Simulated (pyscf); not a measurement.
Single points on ωB97X-D3(BJ)/def2-SVP structures (PySCF, gas phase).

### Question
Estimate the classical barrier height and the reaction energy of H₂N–NH–SiH₃ + SiH₄ → H₂N–NH₂ + H₃Si–SiH₃ at ωB97M-D3(BJ)/def2-TZVP. The step runs on the singlet surface, breaks N–Si, H–Si and forms H–N, Si–Si; take the separated reactants as zero.

### Answer
ΔE‡ = 45.0 kcal/mol, ΔE = +10.7 kcal/mol. Zero-point energy shifts the barrier by +1.9 kcal/mol. It is a four-centre exchange, with an imaginary mode of 352i cm⁻¹. H₂N–NH–SiH₃ lies 57.4 kcal/mol over its isomer H₂N–SiH₂–NH₂, and others may lie lower still (electronic energy, ωB97M-D3(BJ)). This is the saddle that the search found; another between the same sides may lie lower.
